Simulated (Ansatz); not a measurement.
Dichlorosilane → `Cl[Si]Cl` + H₂ at 298.15 K and 1 bar (silylene formation by 1,1-elimination).

Isolated molecules relaxed with PBE0-D4/def2-TZVP in Ansatz; ΔE leaves out vibrations. CCSD(T)/CBS is the MP2 limit (def2-TZVPP, def2-QZVPP) plus CCSD(T) − MP2 in def2-TZVPP, frozen cores. This one scheme is used for every species.

```tsv
species	CCSD(T)/CBS energy (Eh)	H − E (kJ/mol)	S (J/(mol·K))
`Cl[SiH2]Cl`	-1209.93203	67.2	287.0
`Cl[Si]Cl`	-1208.69388	19.9	281.9
H₂	-1.17544	35.1	130.4
```

H − E and S are ideal-gas, rigid-rotor, harmonic terms from PBE0-D4/def2-TZVP. The MP2-based limit puts H₂ 0.8 mEh under its directly extrapolated value; such offsets cancel only in part. 1 Eh = 2625.50 kJ/mol, R = 8.31446 J/(mol·K).

By hand: ΔE, ΔH, ΔS and ΔG.

ΔE = (-1208.69388) + (-1.17544) − (-1209.93203) = 0.06271 Eh = 164.6 kJ/mol. Δ(H − E) = 19.9 + 35.1 − 67.2 = -12.2, so ΔH = 152.4 kJ/mol. ΔS = 281.9 + 130.4 − 287.0 = 125.3 J/(mol·K). ΔG = 152.4 − 298.15 × (125.3)/1000 = 115.0 kJ/mol.

By hand: the equilibrium constant, and the temperature at which ΔG would vanish if ΔH and ΔS stayed fixed.

log₁₀ K = −ΔG/(RT ln 10) = -20.1. ΔG = 0 at ΔH/ΔS = 1216 K.

The number of gas molecules changes by +1, which sets the sign of ΔS. A doubt of 5 kJ/mol in ΔE shifts log₁₀ K by 0.9 here. These are equilibria of isolated gas molecules and say nothing of rates. Largest T1 diagnostic: 0.013 (customary marks: 0.02 for closed shells, 0.045 for open ones).
